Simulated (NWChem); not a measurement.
# C4H4O2 (3-butynoic acid): levels of theory compared

We compute a comparison of 5 runs (HF/STO-3G, HF/3-21G, HF/def2-SVPD, B3LYP/6-31G*) of C4H4O2 (3-butynoic acid). 

Program for the calculation: NWChem 7.3.0.

## 1. The system as given

C4H4O2: 10 atoms, total charge 0, spin state singlet. As SMILES, `C#CCC(=O)O`. The shape is that of a PBE0-D4/def2-TZVP optimisation. This is one conformer, not always the lowest.

Bond lengths: C1–C2 1.199 Å, C2–C3 1.448 Å, C3–C4 1.515 Å, C4–O5 1.199 Å, C4–O6 1.334 Å, C1–H7 1.064 Å, C3–H8 1.094 Å, C3–H9 1.095 Å, O6–H10 0.968 Å. Some angles: C1–C2–C3 178.7°, C2–C3–C4 117.3°, C3–C4–O5 122.6°, C3–C4–O6 113.8°, O5–C4–O6 123.6°, C2–C1–H7 179.4°, C2–C3–H8 110.8°, C2–C3–H9 110.4°, C4–C3–H8 106.2°, C4–C3–H9 105.9°.

## 2. Energy and forces at HF/STO-3G (run 1)

geom.nw

```
START geom
TITLE "C4H4O2"
memory 2200 mb
GEOMETRY noautosym nocenter noautoz
  C        1.374700      -1.873400      -0.237500
  C        0.467000      -1.153500       0.069600
  C       -0.646500      -0.310400       0.453400
  C       -0.622600       1.128800      -0.018500
  O       -1.544000       1.878300       0.148400
  O        0.516100       1.481000      -0.617800
  H        2.185800      -2.504000      -0.514800
  H       -1.592000      -0.731500       0.099600
  H       -0.734300      -0.267300       1.544400
  H        0.421200       2.412600      -0.863500
END
BASIS "ao basis" spherical bse
  * library STO-3G
END
SCF
  thresh 1e-08
  maxiter 80
  print low
END
TASK scf gradient
```

Launch:

```
$ nwchem geom.nw > geom.out
```

Standard output:

```text
[...]
  functions       =    34
[...]
  wavefunction    = RHF
[...]
         Total SCF energy =   -299.519033373371
      One-electron energy =   -819.745195161981
      Two-electron energy =    314.162279466535
 Nuclear repulsion energy =    206.063882322075
        Time for solution =      2.4s
[...]
                         RHF ENERGY GRADIENTS
    atom               coordinates                        gradient
                 x          y          z           x          y          z
   1 C       2.597806  -3.540213  -0.448810    0.062578  -0.050635  -0.020981
   2 C       0.882502  -2.179799   0.131525   -0.085830   0.064399   0.030706
   3 C      -1.221708  -0.586571   0.856802    0.030274   0.010449  -0.022887
   4 C      -1.176543   2.133123  -0.034960    0.016076   0.015812  -0.010869
   5 O      -2.917737   3.549472   0.280435    0.032140  -0.031146  -0.003841
   6 O       0.975288   2.798684  -1.167473   -0.053720   0.009905   0.020032
   7 H       4.130563  -4.731874  -0.972831   -0.000585   0.000836   0.000070
   8 H      -3.008444  -1.382335   0.188217   -0.002546   0.002187  -0.000390
   9 H      -1.387626  -0.505124   2.918493   -0.001569   0.003008   0.001828
  10 H       0.795953   4.559153  -1.631778    0.003182  -0.024815   0.006332
[...]
```

Wall time 3.3 s (1 thread of Intel Xeon Platinum 8488C (Sapphire Rapids), shared host); peak memory 0.094 GiB.

## 3. Energy and gradient at HF/3-21G (run 2)

job.xyz

```xyz
10

C      1.374700    -1.873400    -0.237500
C      0.467000    -1.153500     0.069600
C     -0.646500    -0.310400     0.453400
C     -0.622600     1.128800    -0.018500
O     -1.544000     1.878300     0.148400
O      0.516100     1.481000    -0.617800
H      2.185800    -2.504000    -0.514800
H     -1.592000    -0.731500     0.099600
H     -0.734300    -0.267300     1.544400
H      0.421200     2.412600    -0.863500
```

run.py

```python
from ase.io import read
from ase.calculators.nwchem import NWChem

atoms = read('job.xyz')

calc = NWChem(
    label='job',
    theory='scf',
    memory='2200 mb',
    basis='3-21G',
    basispar='spherical bse',
    scf={'nopen': '0', 'rhf': None, 'thresh': '1e-08', 'maxiter': '80'},
)
atoms.calc = calc

forces = atoms.get_forces()
e = atoms.get_potential_energy()
print(f"E = {e:.6f} eV")
print("forces (eV/A):")
for s, f in zip(atoms.symbols, forces):
    print(f"{s:2s} {f[0]:10.5f} {f[1]:10.5f} {f[2]:10.5f}")
print("dipole (e A):", atoms.get_dipole_moment().round(4))
```

Launch:

```
$ export ASE_NWCHEM_COMMAND="nwchem PREFIX.nwi > PREFIX.nwo"
$ python run.py
```

Standard output:

```text
E = -8211.770571 eV
forces (eV/A):
C    -0.72320    0.49478    0.26703
C     1.37174   -0.72850   -0.56467
C    -0.84348   -0.02350    0.49226
C    -0.03672   -1.27342    0.32416
O    -0.19479    0.35363   -0.00622
O    -0.09102    0.60750   -0.12403
H    -0.44033    0.34242    0.15046
H     0.30113    0.07235    0.04890
H     0.10310   -0.05944   -0.27547
H     0.55366    0.21417   -0.31249
dipole (e A): [ 0.1903 -0.1203 -0.0267]
```

The calculator wrote job.nwi:

```
title "job"

permanent_dir job

scratch_dir job

start job

geometry units angstrom nocenter noautosym noautoz
  C  1.3747000000000000e+00 -1.8734000000000000e+00 -2.3749999999999999e-01
  C  4.6700000000000003e-01 -1.1535000000000000e+00 6.9599999999999995e-02
  C  -6.4649999999999996e-01 -3.1040000000000001e-01 4.5340000000000003e-01
  C  -6.2260000000000004e-01 1.1288000000000000e+00 -1.8499999999999999e-02
  O  -1.5440000000000000e+00 1.8783000000000001e+00 1.4840000000000000e-01
  O  5.1610000000000000e-01 1.4810000000000001e+00 -6.1780000000000002e-01
  H  2.1858000000000000e+00 -2.5040000000000000e+00 -5.1480000000000004e-01
  H  -1.5920000000000001e+00 -7.3150000000000004e-01 9.9599999999999994e-02
  H  -7.3429999999999995e-01 -2.6729999999999998e-01 1.5444000000000000e+00
  H  4.2120000000000002e-01 2.4125999999999999e+00 -8.6350000000000005e-01
end

memory 2200 mb

basis spherical bse noprint
   * library 3-21G
end

scf
  nopen 0
  rhf
  thresh 1e-08
  maxiter 80
end

task scf gradient
```

job.nwo, cut to the lines that bear on the results:

```text
[...]
      One-electron energy =   -819.556390267254
[... 1 line left out ...]
 Nuclear repulsion energy =    206.063882322074
[... 40 lines left out ...]
                       ROHF Final Molecular Orbital Analysis
[... 235 lines left out ...]
     1   1 0 0      0.359562      0.000000     -8.516806
[...]
  wavefunction    =   RHF
                         RHF ENERGY GRADIENTS
    atom               coordinates                        gradient
                 x          y          z           x          y          z
   1 C       2.597806  -3.540213  -0.448810    0.014064  -0.009622  -0.005193
   2 C       0.882502  -2.179799   0.131525   -0.026676   0.014167   0.010981
   3 C      -1.221708  -0.586571   0.856802    0.016403   0.000457  -0.009573
[... 6 lines of this table left out ...]
  10 H       0.795953   4.559153  -1.631778   -0.010767  -0.004165   0.006077
[...]
```

Run time: 4.5 s. Hardware: 1 thread of Intel Xeon Platinum 8488C (Sapphire Rapids), shared host; peak memory 0.096 GiB.

Runs 3 to 4 aren't shown in full; the table further down has their settings and results.

## 4. Energy and gradient at B3LYP/6-31G(d) (Cartesian functions) (run 5)

run.py

```python
from ase import Atoms
from ase.calculators.nwchem import NWChem

mol = Atoms(['C', 'C', 'C', 'C', 'O', 'O', 'H', 'H', 'H', 'H'], positions=[
    [1.374700, -1.873400, -0.237500],
    [0.467000, -1.153500, 0.069600],
    [-0.646500, -0.310400, 0.453400],
    [-0.622600, 1.128800, -0.018500],
    [-1.544000, 1.878300, 0.148400],
    [0.516100, 1.481000, -0.617800],
    [2.185800, -2.504000, -0.514800],
    [-1.592000, -0.731500, 0.099600],
    [-0.734300, -0.267300, 1.544400],
    [0.421200, 2.412600, -0.863500],
])

calc = NWChem(
    label='c4h4o2',
    theory='dft',
    memory='2200 mb',
    basis='6-31G*',
    dft={'xc': 'b3lyp', 'mult': '1', 'grid': 'fine', 'convergence': 'energy 1e-08', 'iterations': '100', 'mulliken': None},
)
mol.calc = calc

forces = mol.get_forces()
print(f"energy = {mol.get_potential_energy():.6f} eV")
print("forces (eV/A):")
for s, f in zip(mol.symbols, forces):
    print(f"{s:2s} {f[0]:10.5f} {f[1]:10.5f} {f[2]:10.5f}")
print("dipole (e A):", mol.get_dipole_moment().round(4))
```

Launch:

```
$ export ASE_NWCHEM_COMMAND="nwchem PREFIX.nwi > PREFIX.nwo"
$ python run.py
```

Standard output:

```text
energy = -8305.232473 eV
forces (eV/A):
C     0.56117   -0.48476   -0.17345
C    -0.31157    0.27994    0.08819
C    -0.11215   -0.13596    0.12717
C     0.20682   -0.40706    0.00679
O    -0.80748    0.67101    0.14738
O     0.61223   -0.21793   -0.18692
H     0.06757   -0.04114   -0.02756
H    -0.12244   -0.03445   -0.00972
H    -0.04525   -0.00242    0.12264
H    -0.04895    0.37281   -0.09446
dipole (e A): [ 0.2162 -0.0835 -0.051 ]
```

The calculator wrote c4h4o2.nwi:

```
title "c4h4o2"

permanent_dir c4h4o2

scratch_dir c4h4o2

start c4h4o2

geometry units angstrom nocenter noautosym noautoz
  C  1.3747000000000000e+00 -1.8734000000000000e+00 -2.3749999999999999e-01
  C  4.6700000000000003e-01 -1.1535000000000000e+00 6.9599999999999995e-02
  C  -6.4649999999999996e-01 -3.1040000000000001e-01 4.5340000000000003e-01
  C  -6.2260000000000004e-01 1.1288000000000000e+00 -1.8499999999999999e-02
  O  -1.5440000000000000e+00 1.8783000000000001e+00 1.4840000000000000e-01
  O  5.1610000000000000e-01 1.4810000000000001e+00 -6.1780000000000002e-01
  H  2.1858000000000000e+00 -2.5040000000000000e+00 -5.1480000000000004e-01
  H  -1.5920000000000001e+00 -7.3150000000000004e-01 9.9599999999999994e-02
  H  -7.3429999999999995e-01 -2.6729999999999998e-01 1.5444000000000000e+00
  H  4.2120000000000002e-01 2.4125999999999999e+00 -8.6350000000000005e-01
end

memory 2200 mb

basis noprint
   * library 6-31G*
end

dft
  xc b3lyp
  mult 1
  grid fine
  convergence energy 1e-08
  iterations 100
  mulliken
end

task dft gradient
```

c4h4o2.nwo, cut to the lines that bear on the results:

```text
[...]
         Total DFT energy =     -305.211666378213
[...]
  wavefunction    = closed shell
                         DFT ENERGY GRADIENTS
    atom               coordinates                        gradient
                 x          y          z           x          y          z
   1 C       2.597806  -3.540213  -0.448810   -0.010913   0.009427   0.003373
   2 C       0.882502  -2.179799   0.131525    0.006059  -0.005444  -0.001715
   3 C      -1.221708  -0.586571   0.856802    0.002181   0.002644  -0.002473
[... 6 lines of this table left out ...]
  10 H       0.795953   4.559153  -1.631778    0.000952  -0.007250   0.001837
[...]
```

Run time: 24 s. Hardware: 1 thread of Intel Xeon Platinum 8488C (Sapphire Rapids), shared host; peak memory 0.12 GiB.

## 5. The series

```
run                               level  iteration cap  module  energy (Eh)  largest force (eV/Å)  wall time
  1                           HF/STO-3G             80     scf  -299.519033                 5.739      3.3 s
  2                            HF/3-21G             80     scf  -301.777005                 1.653      4.5 s
  3                        HF/def2-SVPD             80     scf  -303.262743                 1.770       92 s
  4  B3LYP/6-31G* (spherical functions)            100     dft  -305.205768                 1.077       22 s
  5  B3LYP/6-31G* (Cartesian functions)            100     dft  -305.211666                 1.060       24 s
```

## 6. Results

| quantity | value |
| --- | --- |
| run 5: total energy | -305.21167 Eh |
| run 5: dipole moment | 1.14 D |
| run 5: HOMO energy | -7.19 eV |
| run 5: LUMO energy | 0.17 eV |
| run 5: HOMO–LUMO gap | 7.36 eV |
| run 5: largest force on an atom | 1.060 eV/Å |

What this shows: In run 1 the basis is minimal, so the values are rough. All runs together took 2.4 min, the longest 92 s.
